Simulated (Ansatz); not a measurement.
# ClH6NSi (built from SMILES Cl.N[SiH3]): search for a transition state

Is there a first-order saddle for this four-centre ligand exchange, which should form Si1–Cl7, N2–H6 and break Si1–N2, H6–Cl7, and which two structures does it connect?

The runs use Ansatz 0.2.0, Gaussian basis; PBE0-D4, def2-SVP first, then def2-TZVP.

128 further runs of the same task are left out: 128 set aside as unsound or not needed.

### 1 Starting geometry

The guess: 9 atoms, charge 0, spin multiplicity 1.

Atoms are counted from 1 here; the program's logs count them from 0.

Bond lengths: Si1–H3 1.452 Å, Si1–H4 1.452 Å, Si1–H5 1.485 Å, N2–H8 1.008 Å, N2–H9 1.008 Å. Angles: H3–Si1–H4 130.4°, H3–Si1–H5 103.4°, H4–Si1–H5 103.5°, H8–N2–H9 111.0°.

As a file:

```xyz
9

Si   -0.18950    0.06210   -1.01020
N     0.00630   -0.52980    1.01790
H    -1.30000    0.98280   -1.17150
H     1.10630    0.02720   -1.66460
H    -0.78360   -1.25650   -1.34750
H     0.54740    0.66050    1.27700
Cl    0.82170    2.00380    0.18300
H     0.64850   -1.28570    1.19650
H    -0.85720   -0.66440    1.51940
```

Distances that are to change: Si1–Cl7 2.49 Å, N2–H6 1.33 Å, Si1–N2 2.12 Å, H6–Cl7 1.75 Å.

### 2 Relaxing the guess with the reacting distances held

Input file hold/in.yaml:

```yaml
crystal:
  periodic: [false, false, false]
  atoms:
    - {symbol: Si, position_ang: [-0.189500, 0.062100, -1.010200]}
    - {symbol: N, position_ang: [0.006300, -0.529800, 1.017900]}
    - {symbol: H, position_ang: [-1.300000, 0.982800, -1.171500]}
    - {symbol: H, position_ang: [1.106300, 0.027200, -1.664600]}
    - {symbol: H, position_ang: [-0.783600, -1.256500, -1.347500]}
    - {symbol: H, position_ang: [0.547400, 0.660500, 1.277000]}
    - {symbol: Cl, position_ang: [0.821700, 2.003800, 0.183000]}
    - {symbol: H, position_ang: [0.648500, -1.285700, 1.196500]}
    - {symbol: H, position_ang: [-0.857200, -0.664400, 1.519400]}
basis:
  gaussian: {orbitals: def2-SVP}
hamiltonian: {xc: pbe0, dispersion: d4}
relax: {f_tol: 0.08, max_steps: 120, escape_saddle: false, constraints: [{distance: [0, 6]}, {distance: [1, 5]}, {distance: [0, 1]}, {distance: [5, 6]}]}
```

Launch:

```
$ ansatz run in.yaml --threads 2 --pin off --events-out ev --progress --plain --max-ram 4352MiB
```

After this run come: Force constants to start from; Saddle search in the small basis; Saddle search in triple zeta; Checking the order of the point; Relaxing after a step of 0.30 Å one way along the mode; Relaxing after a step of 0.30 Å the other way along the mode.

**Question.** What will these runs give? Wanted: imaginary mode; barrier from the start side; barrier from the end side; energy of the step; pairs that change; zero-point energy at the saddle.

**Answer**, as computed:

| quantity | value |
| --- | --- |
| imaginary mode | 130i cm⁻¹ |
| barrier from the start side | 6.4 kcal/mol |
| barrier from the end side | 14.7 kcal/mol |
| energy of the step | -8.3 kcal/mol |
| pairs that change | Si1–Cl7 formed, N2–H6 formed, Si1–N2 broken, H6–Cl7 broken |
| zero-point energy at the saddle | 1.736 eV |

What this shows: One imaginary mode, 130i cm⁻¹, makes this a first-order saddle. The two relaxations end on the structures that were planned. At PBE0-D4/def2-TZVP the electronic barrier is 6.4 kcal/mol, about 11 kT at 298 K, and the step runs 8.3 kcal/mol downhill. A step off the saddle overshot and began above it in energy, so the link to its end is likely but not proven. Lower complexes than these ends may exist.
